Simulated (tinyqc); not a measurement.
RHF in the sto-3g basis, for LiH, spin multiplicity 1, step by step. One step of it, computed by the program tinyqc.

Problem. Iteration 1: building the Fock matrix. J_ij = sum D_kl (ij|kl), K_ij = sum D_kl (ik|jl); F = H + J - 0.5 K; E = tr D H + tr D J / 2 - 0.25 tr D K + E_nn.

D at the start, order 1Li 1s, 1Li 2s, 1Li 2px, 1Li 2py, 1Li 2pz, 2H 1s:
```
[[1.610472, -0.034375, 0.165941, 0.388949, 0.335649, 0.408764],
 [-0.034375, 0.259506, 0.521524, 0.120293, 0.206343, -0.600197],
 [0.165941, 0.521524, 1.082491, 0.301004, 0.467805, -1.158017],
 [0.388949, 0.120293, 0.301004, 0.157840, 0.187164, -0.195206],
 [0.335649, 0.206343, 0.467805, 0.187164, 0.246115, -0.402818],
 [0.408764, -0.600197, -1.158017, -0.195206, -0.402818, 1.455670]]
```

core Hamiltonian H = T + V (hartree), order 1Li 1s, 1Li 2s, 1Li 2px, 1Li 2py, 1Li 2pz, 2H 1s:
```
[[-4.716281, -1.059377, 0.000000, 0.000000, -0.014165, -0.239563],
 [-1.059377, -1.384332, 0.000000, 0.000000, -0.116158, -0.629361],
 [0.000000, 0.000000, -1.126120, 0.000000, 0.000000, 0.000000],
 [0.000000, 0.000000, 0.000000, -1.126120, 0.000000, 0.000000],
 [-0.014165, -0.116158, 0.000000, 0.000000, -1.219101, -0.784077],
 [-0.239563, -0.629361, 0.000000, 0.000000, -0.784077, -1.395640]]
```

Two-electron integrals (ij|kl) in chemists' order, unique and non-zero (hartree):
```
(11|11) 1.680395   (21|11) 0.265420   (21|21) 0.049941   (22|11) 0.397727
(22|21) 0.092860   (22|22) 0.290562   (31|31) 0.008981   (32|31) 0.013788
(32|32) 0.064184   (33|11) 0.396640   (33|21) 0.092880   (33|22) 0.290497
(33|33) 0.312946   (41|41) 0.008981   (42|41) 0.013788   (42|42) 0.064184
(43|43) 0.016869   (44|11) 0.396640   (44|21) 0.092880   (44|22) 0.290497
(44|33) 0.279207   (44|44) 0.312946   (51|51) 0.008981   (52|51) 0.013788
(52|52) 0.064184   (53|53) 0.016869   (54|54) 0.016869   (55|11) 0.396640
(55|21) 0.092880   (55|22) 0.290497   (55|33) 0.279207   (55|44) 0.279207
(55|55) 0.312946   (61|11) 0.056541   (61|21) 0.010698   (61|22) 0.020275
(61|33) 0.020038   (61|44) 0.020038   (61|51) 0.001271   (61|52) 0.002473
(61|55) 0.020758   (61|61) 0.002506   (62|11) 0.134584   (62|21) 0.031808
(62|22) 0.105444   (62|33) 0.099975   (62|44) 0.099975   (62|51) 0.005154
(62|52) 0.031443   (62|55) 0.116273   (62|61) 0.008147   (62|62) 0.063865
(63|31) 0.002527   (63|32) 0.011816   (63|53) 0.004819   (63|63) 0.004518
(64|41) 0.002527   (64|42) 0.011816   (64|54) 0.004819   (64|64) 0.004518
(65|11) 0.167269   (65|21) 0.039942   (65|22) 0.137355   (65|33) 0.128049
(65|44) 0.128049   (65|51) 0.007990   (65|52) 0.048168   (65|55) 0.155810
(65|61) 0.010630   (65|62) 0.091023   (65|65) 0.131502   (66|11) 0.309450
(66|21) 0.074391   (66|22) 0.271031   (66|33) 0.247289   (66|44) 0.247289
(66|51) 0.013630   (66|52) 0.102132   (66|55) 0.318232   (66|61) 0.019848
(66|62) 0.205533   (66|65) 0.304106   (66|66) 0.774606
```

nuclear repulsion = 0.93055782 hartree

Give: Coulomb J; exchange K; Fock matrix F; total energy of this density.

Solution.

Coulomb J (hartree), order 1Li 1s, 1Li 2s, 1Li 2px, 1Li 2py, 1Li 2pz, 2H 1s:
```
[[3.5811, 0.6329, 0.0115, 0.0093, 0.0200, 0.1400],
 [0.6329, 1.3152, 0.0442, 0.0216, 0.1099, 0.5668],
 [0.0115, 0.0442, 1.3125, 0.0102, 0.0046, 0.0072],
 [0.0093, 0.0216, 0.0102, 1.2813, 0.0044, 0.0048],
 [0.0200, 0.1099, 0.0046, 0.0044, 1.3462, 0.7609],
 [0.1400, 0.5668, 0.0072, 0.0048, 0.7609, 1.6520]]
```

exchange K (hartree), order 1Li 1s, 1Li 2s, 1Li 2px, 1Li 2py, 1Li 2pz, 2H 1s:
```
[[2.7503, 0.4936, 0.0968, 0.1662, 0.2055, 0.2624],
 [0.4936, 0.2119, 0.0732, 0.0623, 0.0924, 0.1725],
 [0.0968, 0.0732, 0.3663, 0.0891, -0.0154, -0.1674],
 [0.1662, 0.0623, 0.0891, 0.0926, 0.0295, -0.0021],
 [0.2055, 0.0924, -0.0154, 0.0295, 0.1427, 0.2534],
 [0.2624, 0.1725, -0.1674, -0.0021, 0.2534, 0.7548]]
```

Fock matrix F (hartree), order 1Li 1s, 1Li 2s, 1Li 2px, 1Li 2py, 1Li 2pz, 2H 1s:
```
[[-2.5103, -0.6733, -0.0369, -0.0738, -0.0969, -0.2307],
 [-0.6733, -0.1751, 0.0075, -0.0096, -0.0525, -0.1488],
 [-0.0369, 0.0075, 0.0032, -0.0344, 0.0123, 0.0909],
 [-0.0738, -0.0096, -0.0344, 0.1089, -0.0103, 0.0059],
 [-0.0969, -0.0525, 0.0123, -0.0103, 0.0558, -0.1499],
 [-0.2307, -0.1488, 0.0909, 0.0059, -0.1499, -0.1210]]
```

total energy of this density = -6.532450 hartree
